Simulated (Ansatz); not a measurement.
Cost and result for the atomization energy of C2H4O2, SMILES `COC=O` (8 atoms, 7 bonds).

The species carries charge 0 and has multiplicity 1. The structure was optimised at the PBE0-D4/def2-TZVP level. It is one conformer, not always the lowest. Program: Ansatz. All runs use 2 threads of a server CPU on a shared host. Times are those of one run each, without the atoms' runs, and a repeat can differ threefold. Electronic energies, without spin–orbit coupling; frozen cores. CCSD(T)/CBS adds CCSD(T) − MP2 in def2-TZVPP to the MP2 limit, and its time is that of the two runs behind it. T1 = 0.015.

The measured enthalpy of formation (G2 set as listed by Staroverov and co-workers 2003, -85.0 kcal/mol at 298 K), with computed zero-point and thermal terms and the atoms' enthalpies of Curtiss and co-workers (1997), gives an electronic atomization energy of 784.6 kcal/mol. Core correlation, relativity and spin–orbit coupling, which the correlated runs lack, are worth up to about 1 kcal/mol a heavy atom.

```tsv
level	functions	wall time
LDA (SPW92)/def2-TZVPP	180	0.85 s
revPBE-D4/def2-TZVPP	180	1.4 s
BLYP-D4/def2-TZVPP	180	1.4 s
PBE-D4/def2-TZVPP (with forces)	180	1.6 s
BHLYP-D4/def2-TZVPP	180	1.8 s
CAM-B3LYP-D4/def2-TZVPP	180	2.2 s
CCSD(T)/def2-SVP	76	2.6 s
B2PLYP/def2-TZVPP	180	3.3 s
ωB97X-V/def2-TZVPP	180	4.5 s
ωB97M-V/def2-TZVPP (with forces)	180	6 s
MP2/def2-QZVPP	348	12 s
CCSD(T)/def2-TZVPP	180	41 s
CCSD(T)/CBS(def2)	–	53 s
```

What atomization energy does each give, and how far from the measured value? (Estimate.)

The calculation gave: 
```csv
level,atomization (kcal/mol),error,per bond
LDA (SPW92)/def2-TZVPP,921.7,137.1,19.6
revPBE-D4/def2-TZVPP,789.5,4.9,0.7
BLYP-D4/def2-TZVPP,792.6,8.0,1.1
PBE-D4/def2-TZVPP (with forces),813.7,29.1,4.1
BHLYP-D4/def2-TZVPP,750.4,-34.2,-4.9
CAM-B3LYP-D4/def2-TZVPP,790.2,5.6,0.8
CCSD(T)/def2-SVP,748.9,-35.7,-5.1
B2PLYP/def2-TZVPP,779.8,-4.8,-0.7
ωB97X-V/def2-TZVPP,787.1,2.5,0.4
ωB97M-V/def2-TZVPP (with forces),788.3,3.7,0.5
MP2/def2-QZVPP,797.8,13.2,1.9
CCSD(T)/def2-TZVPP,764.7,-19.9,-2.8
CCSD(T)/CBS(def2),785.4,0.8,0.1
```

From r2SCAN to r2SCAN0 (25 % exact exchange), in def2-TZVPP and without D4, the atomization energy moves by −20.3 kcal/mol: exact exchange takes away binding that semilocal exchange gives to molecules. The D4 term adds +3.9 kcal/mol with B3LYP and +2.0 kcal/mol with PBE0; it sums over pairs of atoms, weighted by their polarisabilities, and B3LYP, whose exchange is more repulsive, gets the larger term. At CCSD(T), def2-SVP lies −36.5 kcal/mol from the extrapolated value and def2-TZVPP −20.6 kcal/mol: correlation converges slowly with the basis, and small sets miss more of it in the bonded molecule than in its fragments.

B3LYP here is the variant with VWN-RPA as its local correlation; programs differ in this.
